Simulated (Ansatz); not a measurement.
# Relaxing Sc₃Ge

All numbers below come from Ansatz 0.2.0, DFT PBE, scalar-relativistic, plane waves, PAW. Cutoff 420 eV, Γ-centred k mesh, Gaussian smearing, no spin polarisation in the final step.

Sc₃Ge was placed on the Cu3Au (L1_2) structure type (Pm-3m, No. 221), with Ge in place of Au, Sc in place of Cu, at a guessed volume.

```
CELL_PARAMETERS angstrom
4.19740 0.00000 0.00000
0.00000 4.19740 0.00000
0.00000 0.00000 4.19740
ATOMIC_POSITIONS crystal
Sc 0.00000 0.50000 0.50000
Sc 0.50000 0.00000 0.50000
Sc 0.50000 0.50000 0.00000
Ge 0.00000 0.00000 0.00000
```

Cell and atoms relax at zero pressure; the relaxation can't lower the symmetry of the start. After a coarse first stage the cell is made exact in the group found at 0.06 Å.

Energies over the elements count from the elements' standard structures at the same level, with no empirical corrections.

(1) What does it relax into?

(2) What are its volume, energy, density and gap?

## Answers

(1) It keeps Pm-3m (No. 221). The result has the Cu3Au (L1_2) structure. Conventional cell: a = 4.350 Å. Sc is coordinated by 4 Ge at 3.08 Å and 8 Sc at 3.08 Å; Ge is coordinated by 12 Sc at 3.08 Å.

Space group Pm-3m (No. 221). a = 4.350 Å, b = 4.350 Å, c = 4.350 Å, α = 90.00°, β = 90.00°, γ = 90.00°
```csv
atom,site,symmetry,x,y,z
Sc,3c,4/mm.m,0.0000,0.5000,0.5000
Ge,1a,m-3m,0.0000,0.0000,0.0000
```

(2) The volume per atom is 20.58 Å³ and the density is 4.19 g/cm³. The energy over the elements is -0.39 eV/atom and the gap on the 10×10×10 mesh is 0 eV (a metal).

The final run used a 10×10×10 mesh on its 4-atom cell and 0.10 eV smearing. For metals, differences of a few meV/atom aren't resolved. A structure relaxed within its symmetry needn't be a true minimum.

Cost: 3 runs of about 0.72 core-minutes in all, on Arm Neoverse V1 (shared hosts).